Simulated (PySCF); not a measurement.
Compound: H4NP.
SMILES with atom numbers: `[NH:1]=[PH3:2]` (hydrogens: H3 on N1; H4, H5, H6 on P2)

Structure used (GFN2-xTB), in Å, numbered top down from 1:
```
atom  x, y, z in Å
N1     1.1001    0.6470   -0.1162
P2    -0.2844   -0.0183    0.0136
H3     1.8849    0.0137   -0.1099
H4    -0.7962   -0.8944   -0.9509
H5    -1.2247    0.9854   -0.0110
H6    -0.6766   -0.7314    1.1527
```

Method: TDDFT CAM-B3LYP/def2-SVPD, vertical, gas phase, core orbitals frozen in the response (PySCF).

Ground-to-excited transition dipoles (e·a0, same axes as the geometry; the sign carries no meaning), for the states with f of 0.002 or more among the lowest 8:

```tsv
state	E (eV)	μx	μy	μz
S1	5.442	0.022	0.031	0.388
S2	6.257	0.018	0.026	0.324
S3	6.551	0.188	0.392	-0.041
S5	7.195	-0.110	0.058	0.002
S6	7.582	-0.521	-0.568	0.073
S7	7.928	-0.005	-0.008	-0.110
S8	8.045	-0.002	-0.014	-0.223
```

What oscillator strength does each state have?

f = (2/3) ΔE |μ|² with ΔE in hartree (27.2114 eV).

```tsv
state	|μ|² (au)	|μ| (D)	f
S1	0.152	0.99	0.020
S2	0.106	0.83	0.016
S3	0.190	1.11	0.031
S5	0.015	0.31	0.003
S6	0.599	1.97	0.111
S7	0.012	0.28	0.002
S8	0.050	0.57	0.010
```

Label these states by symmetry in Cs.

The ground state is totally symmetric, so the direction of μ fixes the label. Polarised normal to the mirror plane, so A″: S1, S2, S7 and S8. Polarised in the mirror plane, so A′: S3, S5 and S6.

What angle do the transition dipoles of S1 and S3 make?

|cos θ| = |μa·μb| / (|μa| |μb|) = 0.00, so θ ≈ 90° (taken between 0 and 90°, since the signs are arbitrary).

What peak molar absorption coefficient would the strongest computed level give as a lone Gaussian band 0.5 eV wide at half height?

ε(max) = 2.175×10⁸ f / FWHM, with the width in cm⁻¹. S6: 2.175×10⁸ × 0.1113 / 4033 ≈ 6000 L mol⁻¹ cm⁻¹.
